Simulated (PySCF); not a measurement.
Compound: bicyclo[2.2.0]hexa-2,5-diene, C6H6.
SMILES with atom numbers: `[CH:1]1=[CH:2][C@H:3]2[CH:4]=[CH:5][C@@H:6]12`

Definitions: NICS(0) = −σiso at the ring centroid; NICS(1) = −σiso and NICS(1)zz = −σzz at ±1 Å along the ring normal z. Level: GIAO PBE0/pcSseg-1 (PySCF, non-relativistic, gas phase) on the PBE0-D3(BJ)/def2-SVP geometry, one conformer.

Ring bond lengths (Å), with Mayer bond orders in brackets: C1–C2 1.341 (1.80), C2–C3 1.521 (0.99), C3–C6 1.560 (0.98), C6–C1 1.521 (0.99); C3–C4 1.521 (0.99), C4–C5 1.341 (1.80), C5–C6 1.521 (0.99), C6–C3 1.560 (0.98).

**Question.** Give the NICS values of each ring in ppm.

**Answer.** 
```csv
ring,type,NICS(0),"NICS(1), two faces","NICS(1)zz, two faces",rms pucker (Å),"centre to ring atoms, mean (Å)"
C1–C2–C3–C6,"4-membered carbocycle; formal bonds 1 double, 3 single",-1.6,-2.7 / -2.6,-1.6 / -4.0,0.00,1.05
C3–C4–C5–C6,"4-membered carbocycle; formal bonds 1 double, 3 single",-1.6,-2.7 / -2.6,-1.6 / -4.0,0.00,1.05
```

**Question.** What can be read from them?

**Answer.** 
- C1–C2–C3–C6: mean NICS(1)zz -2.8 ppm, near zero. C3, C6 have four or more neighbours, so the value isn't read as a sign of a π ring current.
- C3–C4–C5–C6: mean NICS(1)zz -2.8 ppm, near zero. C3, C6 have four or more neighbours, and the NICS criterion for π rings isn't applied.

**Question.** At the second NICS(1) probe listed for ring C3–C4–C5–C6, 1 Å off the ring, what do the in-plane components average?

**Answer.** The isotropic value is a third of the trace: (3 × -2.6 − (-4.0))/2 = -1.9 ppm.

**Question.** How do the values depend on the level or the medium?

**Answer.** 
```
             level  NICS(0), C1–C2–C3–C6  mean NICS(1)zz, C1–C2–C3–C6  NICS(0), C3–C4–C5–C6  mean NICS(1)zz, C3–C4–C5–C6
PBE0/pcSseg-1, gas                  -1.6                         -2.8                  -1.6                         -2.8
WP04/pcSseg-2, gas                  -2.1                         -2.7                  -2.1                         -2.7
```

The geometry is the same throughout.
